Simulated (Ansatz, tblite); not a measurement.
# The cluster Cd4: a ladder of methods and basis sets

One table from this session's results is given with a row withheld; the runs are named, their logs left out.

Method: as each input shows; program: Ansatz 0.2.0, Gaussian basis.

Plan: GFN1-xTB, GFN2-xTB, PBE/def2-TZVP, r2SCAN/def2-TZVP, CAM-B3LYP/def2-TZVP, revPBE/def2-TZVP, r2SCANh/def2-TZVP, B2PLYP/def2-TZVP, B3LYP/def2-TZVP, PBE/def2-SVP, PBE0/def2-SVP, PBE0/def2-TZVPD, PBE/def2-TZVPD, r2SCAN/def2-TZVPD, CCSD(T)/def2-SVP, MP2/def2-TZVP, RPA/def2-TZVP.

3 further runs of the same task are left out: 3 set aside as unsound or not needed. Runs told in other sessions of the task aren't counted.

## The relaxed structure

The geometry is that of the singlet, from an earlier relaxation (B3LYP/def2-SVP). At that level it is the lowest of the isomers that a small search found.

4 atoms, charge 0, spin multiplicity 1.

No contacts short enough for the rule that draws bonds.

Cd takes a core potential in the def2 sets. No spin-orbit coupling is included.

PBE0/def2-TZVP was run before; its log isn't repeated, and its numbers join the tables.

The first run:

Tight binding, by tblite at 300 K electronic temperature and without a spin-polarisation term:

```python
tblite.interface.Calculator('GFN1-xTB', numbers, positions, charge=0, uhf=0).singlepoint()
```

Tight binding, by tblite at 300 K electronic temperature and without a spin-polarisation term:

```python
tblite.interface.Calculator('GFN2-xTB', numbers, positions, charge=0, uhf=0).singlepoint()
```

start.molden holds the orbitals of an earlier run on this state, given as this run's starting guess.

in.yaml

```yaml
crystal:
  periodic: [false, false, false]
  atoms:
    - {symbol: Cd, position_ang: [-0.292175, 1.147048, -1.788987]}
    - {symbol: Cd, position_ang: [2.040001, 0.178593, 0.639071]}
    - {symbol: Cd, position_ang: [-0.448938, -2.060855, -0.390794]}
    - {symbol: Cd, position_ang: [-1.298878, 0.735213, 1.540710]}
basis:
  gaussian: {orbitals: def2-TZVP, initial_orbitals: start.molden}
hamiltonian: {xc: pbe}
scf: {omitted_lower_state_checks: [starts]}
output: {forces: true, orbitals: {seedname: orbitals}}
```

The run is started by

```console
$ ansatz run in.yaml --threads 4 --pin off --events-out ev --progress --plain --max-ram 3916MiB
```

Steps of the session up to this table: PBE/def2-TZVP; r2SCAN/def2-TZVP; CAM-B3LYP/def2-TZVP; revPBE/def2-TZVP; r2SCANh/def2-TZVP; B2PLYP/def2-TZVP; B3LYP/def2-TZVP; PBE/def2-SVP; PBE0/def2-SVP; PBE0/def2-TZVPD; PBE/def2-TZVPD; r2SCAN/def2-TZVPD; CCSD(T)/def2-SVP; MP2/def2-TZVP; RPA/def2-TZVP.

One of the session's tables, all rows but one given; the rest of the session is left out.

It belongs to the step «Levels side by side». 

```
              level  HOMO (eV)  LUMO (eV)  gap (eV)
       PBE/def2-SVP      -5.39      -2.17      3.22
      PBE/def2-TZVP      -5.40      -2.19      3.21
     PBE/def2-TZVPD      -5.40      -2.19      3.21
   revPBE/def2-TZVP      -5.29      -2.10      3.19
   r2SCAN/def2-TZVP      -5.57      -2.09      3.47
  r2SCAN/def2-TZVPD      -5.57      -2.09      3.47
  r2SCANh/def2-TZVP      -5.81      -1.90      3.91
    B3LYP/def2-TZVP          ?          ?         ?
      PBE0/def2-SVP      -5.99      -1.64      4.35
     PBE0/def2-TZVP      -5.99      -1.65      4.33
    PBE0/def2-TZVPD      -5.99      -1.65      4.33
CAM-B3LYP/def2-TZVP      -7.11      -0.90      6.21
```

Estimate the missing values for B3LYP/def2-TZVP.

As computed: HOMO (eV): -5.99; LUMO (eV): -1.81; gap (eV): 4.18.
